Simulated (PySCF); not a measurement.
## Level sweep

Compound: acetamide, C2H5NO.
Geometry (PBE0-D3(BJ)/def2-SVP, Å), atoms numbered from 1 in this order:
```xyz
9
C2H5NO angstrom
C     -1.0433   -0.2296   -0.2729
C      0.1627    0.0839    0.5867
N      1.3321    0.2578   -0.0864
O      0.0874    0.1707    1.7938
H     -1.4449   -1.2056    0.0352
H     -0.8376   -0.2486   -1.3522
H     -1.8212    0.5187   -0.0653
H      2.1639    0.4656    0.4507
H      1.4010    0.1870   -1.0898
```

PySCF, dipoles from the SCF density, polarisabilities from static response with core orbitals frozen. Isolated species at its PBE0-D3(BJ)/def2-SVP geometry, gas phase.

Reference polarisability: 5.670 Å³ (measured, gas; NIST CCCBDB Release 22 (SRD 101), experimental polarizabilities). The anisotropy is √(½[(α1 − α2)² + (α2 − α3)² + (α3 − α1)²]).

```json
{"level": "LDA/def2-SVPD", "μ (D)": "3.916", "α (Å³)": "6.04", "error (%)": "+6.5", "anisotropy (Å³)": "2.27"}
{"level": "PBE/def2-SVPD", "μ (D)": "3.840", "α (Å³)": "6.00", "error (%)": "+5.8", "anisotropy (Å³)": "2.30"}
{"level": "B3LYP/def2-SVPD", "μ (D)": "3.959", "α (Å³)": "5.77", "error (%)": "+1.7", "anisotropy (Å³)": "2.11"}
{"level": "PBE0/def2-SVPD", "μ (D)": "3.960", "α (Å³)": "5.69", "error (%)": "+0.3", "anisotropy (Å³)": "2.07"}
{"level": "BHandHLYP/def2-SVPD", "μ (D)": "4.091", "α (Å³)": "5.49", "error (%)": "-3.2", "anisotropy (Å³)": "1.91"}
{"level": "CAM-B3LYP/def2-SVPD", "μ (D)": "4.023", "α (Å³)": "5.67", "error (%)": "-0.1", "anisotropy (Å³)": "2.01"}
{"level": "wB97X-D/def2-SVPD", "μ (D)": "4.008", "α (Å³)": "5.66", "error (%)": "-0.2", "anisotropy (Å³)": "1.97"}
{"level": "LC-wPBE/def2-SVPD", "μ (D)": "4.015", "α (Å³)": "5.53", "error (%)": "-2.5", "anisotropy (Å³)": "1.93"}
{"level": "HF/def2-SVPD", "μ (D)": "4.271", "α (Å³)": "5.20", "error (%)": "-8.2", "anisotropy (Å³)": "1.69"}
{"level": "PBE0/6-31G*", "μ (D)": "3.724", "α (Å³)": "4.38", "error (%)": "-22.8", "anisotropy (Å³)": "2.26"}
{"level": "PBE0/def2-SVP", "μ (D)": "3.774", "α (Å³)": "4.49", "error (%)": "-20.8", "anisotropy (Å³)": "2.13"}
{"level": "PBE0/6-31+G*", "μ (D)": "4.001", "α (Å³)": "5.24", "error (%)": "-7.6", "anisotropy (Å³)": "2.02"}
{"level": "PBE0/aug-cc-pVDZ", "μ (D)": "3.883", "α (Å³)": "5.84", "error (%)": "+3.0", "anisotropy (Å³)": "2.07"}
{"level": "PBE0/def2-TZVP", "μ (D)": "3.877", "α (Å³)": "5.28", "error (%)": "-6.9", "anisotropy (Å³)": "2.08"}
{"level": "PBE0/def2-TZVPD", "μ (D)": "3.881", "α (Å³)": "5.83", "error (%)": "+2.9", "anisotropy (Å³)": "2.09"}
{"level": "PBE0/aug-cc-pVTZ", "μ (D)": "3.874", "α (Å³)": "5.88", "error (%)": "+3.6", "anisotropy (Å³)": "2.09"}
```

For the polarisability, the smallest error is 0.1% (CAM-B3LYP/def2-SVPD) and the largest 22.8% (PBE0/6-31G*). The dipole runs from 3.72 D (PBE0/6-31G*) to 4.27 D (HF/def2-SVPD). In one basis (def2-SVPD) the functionals order the polarisability from HF (lowest) to LDA (highest), a spread of 16%. With PBE0 the polarisability is 4.72 Å³ without diffuse functions (mean of 6-31G*, def2-SVP and def2-TZVP) and 5.70 Å³ with them (mean of 6-31+G*, def2-SVPD, aug-cc-pVDZ, def2-TZVPD and aug-cc-pVTZ). Measured values can belong to vibrating molecules and may average over conformers; the computed ones are for one fixed geometry.
